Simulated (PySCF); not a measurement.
# SF2: structure of the singlet

Where does singlet SF2 go from a bent start, is the end point a minimum, and what are its modes, charges and moments?

Method: PBE, basis S def2-TZVP, F def2-TZVP, no relativity, density fitting; program: PySCF 2.14.0.

### 1 Starting geometry

3 atoms, charge 0, spin multiplicity 1.

Bond lengths: S1–F2 1.670 Å, S1–F3 1.670 Å. Angles: F2–S1–F3 110.0°.

Z-matrix (Å, degrees; charge 0 multiplicity 1):
```
S
F  1 1.6700
F  1 1.6700 2 110.00
```

### 2 The SCF at the typed geometry

The steps below are one call of a driver around PySCF. For each, scf.py gives the equivalent set-up of the SCF; relaxations use the driver's own optimiser. After this first run the driver tries any further starts and a stability analysis.

Contents of scf.py:

```python
from pyscf import gto, scf, dft
mol = gto.M(atom='''
S      0.000000     0.000000     0.000000
F      1.368000     0.000000     0.957900
F     -1.368000     0.000000     0.957900''',
    basis={'S': 'def2-TZVP', 'F': 'def2-TZVP'},
    charge=0, spin=0)
mf = dft.RKS(mol, xc='PBE')
mf.grids.atom_grid = (50, 194)
aux = {'S': 'def2-universal-JKFIT', 'F': 'def2-universal-JKFIT'}
mf = mf.density_fit(auxbasis=aux)
mf.conv_tol = 1e-08
mf.diis_space = 10
mf.max_cycle = 60
mf.init_guess = 'minao'
mf.verbose = 4
mf.kernel()
```

Launch:

```
OMP_NUM_THREADS=2 python axn.py task.json out
```

What it wrote:

```text
init E= -597.788029399248
  HOMO = -0.230527554907631  LUMO = -0.121440193189997  gap/eV = 2.96842
cycle= 1 E= -597.503745038611  delta_E= 0.284  |g|= 0.664  |ddm|= 1.62
  HOMO = -0.210494449822299  LUMO = -0.113219001724333  gap/eV = 2.64700
cycle= 2 E= -597.008243500245  delta_E= 0.496  |g|= 1.83  |ddm|= 1.14
  HOMO = -0.219758249716072  LUMO = -0.130480502117442  gap/eV = 2.42937
cycle= 3 E= -597.574525627442  delta_E= -0.566  |g|= 0.0717  |ddm|= 0.876
  HOMO = -0.221897589072896  LUMO = -0.125366054924901  gap/eV = 2.62676
cycle= 4 E= -597.575375652685  delta_E= -0.00085  |g|= 0.0444  |ddm|= 0.0984
  HOMO = -0.223545434727562  LUMO = -0.128739274213521  gap/eV = 2.57981
cycle= 5 E= -597.575837826837  delta_E= -0.000462  |g|= 0.00757  |ddm|= 0.0349
  HOMO = -0.222566535363754  LUMO = -0.127954959725543  gap/eV = 2.57451
cycle= 6 E= -597.575850331859  delta_E= -1.25e-05  |g|= 0.00112  |ddm|= 0.00669
  HOMO = -0.222716942995682  LUMO = -0.128107823018094  gap/eV = 2.57445
cycle= 7 E= -597.575850490003  delta_E= -1.58e-07  |g|= 0.000258  |ddm|= 0.000956
  HOMO = -0.222714271829105  LUMO = -0.128112773584943  gap/eV = 2.57424
cycle= 8 E= -597.575850504557  delta_E= -1.46e-08  |g|= 1.95e-05  |ddm|= 0.000177
  HOMO = -0.222714398058969  LUMO = -0.128112437872384  gap/eV = 2.57425
cycle= 9 E= -597.57585050461  delta_E= -5.31e-11  |g|= 2.46e-06  |ddm|= 9.65e-06
  HOMO = -0.222713635248205  LUMO = -0.12811165388624  gap/eV = 2.57425
Extra cycle  E= -597.575850504603  delta_E= 7.62e-12  |g|= 3.86e-06  |ddm|= 5.81e-06
converged SCF energy = -597.575850504603
```

This step, with its further starts and checks, ran for 8.5 s (2 threads of Arm Neoverse V1, shared host).

The starts that the driver tried:

| start | energy (Eh) |
| --- | --- |
| the minimal-basis guess | -597.575851 |
| a thermally smeared density | -597.575851 |
| a smeared PBE density | -597.575851 |

The test of internal stability and the other starts found no lower closed-shell solution.

### 3 Relaxing the singlet from the bent start

The program finds C2v symmetry in the start, which this walk keeps. The walk stops when the largest gradient is under 0.0003 Eh/bohr and the energy has settled too.

scf.py: that of step 2 with these lines changed.

```diff
@@ -3,3 +3,3 @@
-S      0.000000     0.000000     0.000000
-F      1.368000     0.000000     0.957900
-F     -1.368000     0.000000     0.957900''',
+S      0.000000     0.000000    -0.520190
+F      1.368000     0.000000     0.437710
+F     -1.368000     0.000000     0.437710''',
@@ -15 +14,0 @@
-mf.init_guess = 'minao'
```

The optimiser's trace:

| step | energy (Eh) | change (kJ/mol) | largest symmetric gradient (Eh/bohr) |
| --- | --- | --- | --- |
| 0 | -597.575851 | 0.00 | 0.02483 |
| 1 | -597.581648 | -15.22 | 0.01055 |
| 2 | -597.581690 | -15.33 | 0.00953 |
| 3 | -597.581836 | -15.71 | 0.00020 |
| 4 | -597.581836 | -15.72 | 0.00002 |

The walk took 4.3 s.

End point (C2v, 4 steps, 15.7 kJ/mol gained): S–F 1.620 Å (×2); F–S–F 99.1°.

### 4 Hessian and properties

On the finer grid the gradient is checked again; gradients at displacements of ±0.02 bohr then give force constants and infrared intensities.

scf.py: that of step 3 with these lines changed.

```diff
@@ -3,3 +3,3 @@
-S      0.000000     0.000000    -0.520190
-F      1.368000     0.000000     0.437710
-F     -1.368000     0.000000     0.437710''',
+S      0.000000     0.000000    -0.568600
+F      1.235715     0.000000     0.479160
+F     -1.235715     0.000000     0.479160''',
@@ -9 +9 @@
-mf.grids.atom_grid = (50, 194)
+mf.grids.atom_grid = (75, 302)
@@ -12 +12 @@
-mf.conv_tol = 1e-08
+mf.conv_tol = 1e-10
```

This SCF starts from the last density.

Log of the central SCF (cycles and frontier levels):

```text
init E= -597.58176346946
  HOMO = -0.214009756047119  LUMO = -0.109567826538598  gap/eV = 2.84201
cycle= 1 E= -597.581763469302  delta_E= 1.58e-10  |g|= 3.31e-05  |ddm|= 2.17e-05
  HOMO = -0.214009148034663  LUMO = -0.109567363817063  gap/eV = 2.84201
cycle= 2 E= -597.581763468103  delta_E= 1.2e-09  |g|= 9.13e-05  |ddm|= 5.92e-05
  HOMO = -0.214009340723386  LUMO = -0.109567521439174  gap/eV = 2.84201
cycle= 3 E= -597.581763469485  delta_E= -1.38e-09  |g|= 1.29e-06  |ddm|= 4.35e-05
  HOMO = -0.214009463152557  LUMO = -0.109567610926937  gap/eV = 2.84201
cycle= 4 E= -597.581763469484  delta_E= 1.02e-12  |g|= 3.93e-07  |ddm|= 1.05e-06
  HOMO = -0.21400947120204  LUMO = -0.109567612750986  gap/eV = 2.84201
Extra cycle  E= -597.581763469484  delta_E=    0  |g|= 9.43e-07  |ddm|= 6.13e-07
converged SCF energy = -597.581763469484
```

The whole step took 18 s.

Geometry: C2v; S–F 1.620 Å (×2); F–S–F 99.4°.

Harmonic modes (main isotopes):

```
symmetry  ω (cm⁻¹)  IR (km/mol)     type
      a1       323          3.1     bend
      b2       771          140  stretch
      a1       796         64.7  stretch
```

Every mode is real; the point is a minimum.

Properties at this point:

* Dipole moment: 1.05 D
* Highest occupied level: -5.82 eV
* Lowest empty level: -2.98 eV
* Rotational constants: 0.8844, 0.2905, 0.2187 cm⁻¹
* Zero-point energy: 11.3 kJ/mol
* Principal polarisabilities: 14.3, 19.9, 23.7 bohr³
* Atomisation energy without zero-point energy: 801 kJ/mol
* Principal traceless quadrupole moments about the centre of mass: -1.43, -0.47, 1.90 D Å
* Entropy at 298.15 K and 1 bar: 259.1 J/(mol K)
* Heat capacity Cp at 298.15 K: 45.8 J/(mol K)
* Enthalpy at 298.15 K above 0 K: 11.38 kJ/mol
* Rotational symmetry number: 2

Populations by atom (charges in e):

| atom | Mulliken | Löwdin | polar tensor | Mayer order to S1 |
| --- | --- | --- | --- | --- |
| S1 | 0.35 | 0.28 | 0.88 | – |
| F2,3 | -0.18 | -0.14 | -0.44 | 1.06 |

Mulliken populations on S1: s 5.94, p 9.36, d 0.30, f 0.05.

### 5 Would spin polarisation lower it?

At the lowest minimum the closed shell is tested against spin polarisation, on the (50, 194) grid. It is stable.

### 6 What came out

| quantity | value |
| --- | --- |
| minimum | singlet, C2v |
| geometry | S–F 1.620 Å (×2); F–S–F 99.4° |
| wavenumbers (cm⁻¹) | 323 (a1), 771 (b2), 796 (a1) |
| dipole moment | 1.05 D |
| highest occupied, lowest empty level | -5.82, -2.98 eV |
| polar-tensor charge of S1 | +0.88 e |
| zero-point energy | 11.3 kJ/mol |
| entropy at 298.15 K | 259.1 J/(mol K) |
| atomisation energy (no zero-point energy) | 801 kJ/mol |

In words: The bent start keeps its C2v symmetry and ends in a minimum. In the infrared the band at 771 cm⁻¹ (b2, stretch) leads. Other starts or spin states, not run here, may lie lower.

The search up to here ran for 32 s (2 threads of Arm Neoverse V1, shared host).
